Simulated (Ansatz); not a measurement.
**CH₂ClN: how energies converge with the basis set**

The task here is to estimate one member of a computed series from the others.

Method: one geometry, several basis sets; program: Ansatz 0.2.0, Gaussian basis.

Plan: PBE0-D4/def2-SVP; ωB97M-V/def2-SVP; PBE0-D4/def2-QZVPP; ωB97M-V/def2-QZVPP; the functionals' def2-TZVPP values are taken from earlier runs.

## Structure used throughout

All runs share one geometry, relaxed beforehand with PBE0-D4 in a triple-zeta def2 set.

SMILES `N=CCl`, 5 atoms, charge 0, spin multiplicity 1.

Atoms are counted from 1 here; the program's logs count them from 0.

Bond lengths: N1–C2 1.247 Å, N1–H4 1.019 Å, C2–Cl3 1.729 Å, C2–H5 1.091 Å. Angles: C2–N1–H4 110.5°, N1–C2–Cl3 121.0°, N1–C2–H5 128.0°, Cl3–C2–H5 111.0°.

Set-up of the first run:

in.yaml

```yaml
crystal:
  periodic: [false, false, false]
  atoms:
    - {symbol: N, position_ang: [-0.754770, -0.588442, -0.272244]}
    - {symbol: C, position_ang: [0.240916, 0.066214, 0.096646]}
    - {symbol: Cl, position_ang: [1.513065, -0.680338, 0.999044]}
    - {symbol: H, position_ang: [-1.400563, 0.006384, -0.789179]}
    - {symbol: H, position_ang: [0.451252, 1.122581, -0.075569]}
basis:
  gaussian: {orbitals: def2-SVP}
hamiltonian: {xc: pbe0, dispersion: d4}
output: {orbitals: {seedname: orbitals}}
```

Among the steps run: PBE0-D4 in def2-SVP; ωB97M-V in def2-SVP; PBE0-D4 in def2-QZVPP; ωB97M-V in def2-QZVPP.

One of the session's tables, all rows but one given; the rest of the session is left out.

It belongs to the step «Functionals by basis». 

| functional | basis | HOMO (eV) |
| --- | --- | --- |
| PBE0-D4 | def2-SVP | -8.36 |
| PBE0-D4 | def2-TZVPP | -8.58 |
| PBE0-D4 | def2-QZVPP | ? |
| ωB97M-V | def2-SVP | -10.70 |
| ωB97M-V | def2-TZVPP | -10.95 |
| ωB97M-V | def2-QZVPP | -11.01 |

**Question.** Estimate the row for PBE0-D4, def2-QZVPP.

The run gave: HOMO (eV): -8.63. In the column «HOMO (eV)» it lies between ωB97M-V, def2-SVP (-10.70) and PBE0-D4, def2-TZVPP (-8.58).
